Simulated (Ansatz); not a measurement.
Rock-salt TiC, treated with r²SCANh (Ansatz, a quantum-chemistry and plane-wave program, plane waves, PAW).

Numerical settings: plane-wave cutoff 520 eV, 12×12×12 k mesh, Fermi–Dirac smearing 0.05 eV, no spin polarisation, scalar-relativistic PAW data made under PBE.

Pressure at four volumes; x = ln(V/10.063 Å³). One pressure is withheld.

| V (Å³/atom) | x | P (GPa) |
|---|---|---|
| 9.559 | -0.0514 | ? |
| 9.811 | -0.0254 | 7.19 |
| 10.063 | 0.0000 | -0.03 |
| 10.566 | 0.0488 | -12.03 |

Question: Pass a parabola P(x) through the three rows shown, estimate the bulk modulus and its pressure derivative near zero pressure, and predict the withheld pressure.

Answer: Slopes between the rows: (-0.03 − (7.19))/(0.0000 − (-0.0254)) = -284.25 and (-12.03 − (-0.03))/(0.0488 − (0.0000)) = -245.90 GPa. Their difference over the span 0.0742 is c = 38.35/0.0742 = 516.8 GPa, so P(x) = 7.19 + (-284.25)(x − (-0.0254)) + 516.8 (x − (-0.0254))(x − (0.0000)). At the middle row B = −dP/dx = −[-284.25 + 516.8 × 0.0254] = 271.1 GPa, and B′ = dB/dP = 2c/B = 3.8. At x = -0.0514 the parabola gives 15.27 GPa; the run gives 15.36 GPa. The Birch–Murnaghan fit to the energies at all volumes has B0 = 271 GPa and B′ = 4.0.

Measured, for comparison: bulk modulus 240 GPa (temperature not stated, not corrected to a static lattice, our sources range from 235 to 268; as tabulated in Krasnenko and Brik (2013), arXiv:1306.3139). Computed (rounded) less measured: bulk modulus not scored (sources differ).
